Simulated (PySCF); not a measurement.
# How the method changes the constants of MgAl

State: ²Π (doublet), unpaired electrons π ↑. Set-up: basis Mg jorge-DZP-DKH, Al jorge-DZP-DKH; spin-free X2C with a Gaussian nucleus; PySCF 2.14. De refers to Mg + Al in their high-spin ground configurations, without counterpoise correction. The functionals are run spin-unrestricted. A positive dipole means Mg(−)Al(+). Levels whose curve was spin-contaminated or gave no clean fit are not listed.

| Level | Re (Å) | ωe (cm⁻¹) | De (eV) | μ (D) | CPU s a point (SCF and correlation, without the integrals) |
| --- | --- | --- | --- | --- | --- |
| UHF-CCSD(T) | 2.981 | 173 | 0.244 | n/a | 3.2 |
| PBE | 2.884 | 211 | 0.57 | -1.28 | 0.62 |
| BLYP | 2.945 | 182 | 0.343 | -1.11 | 0.4 |
| r²SCAN | 2.875 | 217 | 0.56 | -1.46 | 0.89 |
| PBE0 | 2.904 | 200 | 0.470 | -1.43 | 1.1 |
| r²SCAN0 | 2.896 | 203 | 0.476 | -1.50 | 1 |
| HSE06 | 2.904 | 200 | 0.478 | -1.41 | 0.97 |
| MN15 | 2.990 | 162 | 0.441 | -1.02 | 0.76 |

The bond length runs from 2.875 Å (r²SCAN) to 2.990 Å (MN15). De spans 0.24 eV (UHF-CCSD(T), coupled cluster) to 0.57 eV (PBE, GGA).

Correlated steps freeze 6 core orbitals. Correlated levels converge slowly with the basis: in double zeta they bind strong bonds too weakly, by up to about 1 eV, and carry superposition errors of some tenths. The state was picked by a PBE0 search and need not be the measured ground state.

The whole job (state search and all levels along the bond) took about 2.4 min on 1 thread of Oxide Virtual Turin-like (shared host), peak memory 0.6 GiB.
